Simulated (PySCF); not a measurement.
Calculation: B3LYP-D3(BJ)/def2-TZVP // PBE-D3(BJ)/def2-SVP in PySCF. Isolated molecules, 0 K electronic values unless said otherwise. B3LYP has the VWN-RPA correlation part, as in Gaussian. 

Reference species (SMILES): `C[O]` (neutral, multiplicity 2).

| Quantity | Value |
|---|---|
| dipole moment | 2.07 D |

Changed species: `C[N]C` (free radical N(CH3)2; the reference has free radical OCH3).

What does the change do to the dipole moment?

the dipole moment falls by 0.35 D, to 1.72 D.
